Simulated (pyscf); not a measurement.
A first-order saddle from PySCF, ωB97X-D3(BJ)/def2-SVP:

```xyz
14

C      1.2409     0.8017    -0.6968
N      0.2109     0.6965     0.3303
C     -0.7801    -0.3596     0.2192
Si     0.2388     1.8657     1.6219
H      1.8355     1.8359    -0.1846
H      1.0679     1.4132    -1.6133
H      2.2060     0.2528    -0.5906
H     -1.3778    -0.2787    -0.7080
H     -1.4762    -0.2940     1.0688
H     -0.3237    -1.3668     0.2396
H      1.5008     1.8175     2.4244
H     -0.9086     1.5271     2.5156
H      0.0704     3.2725     1.1401
H      0.8491    -0.2284    -1.4283
```
Charge 0, spin multiplicity 2.

Surface: doublet, charge 0. Lowest wavenumbers (cm⁻¹): 1694i, 67, 124, 233, 235.

Task: Name the species on either side of this saddle.

Result: `[CH3][N]([CH3])[SiH3]` + `[H]` [doublet] ⇌ `[CH3][N]([CH3])[SiH3]` + `[H]` [doublet], a substitution at C read from left to right: C–H broken and C–H formed. At ωB97M-D3(BJ)/def2-TZVP it lies +40.6 kcal/mol from the left side and +40.6 kcal/mol from the right (each side as separated species at their lowest minima found). The same reactants have a lower exit, to H₃C–N(CH₃)–SiH₂• + H₂ (barrier +3.6 kcal/mol at ωB97M-D3(BJ)/def2-TZVP, against +40.6 kcal/mol here). One saddle was located; it need not be the lowest between these sides. The angle at the attacked C is 167°.
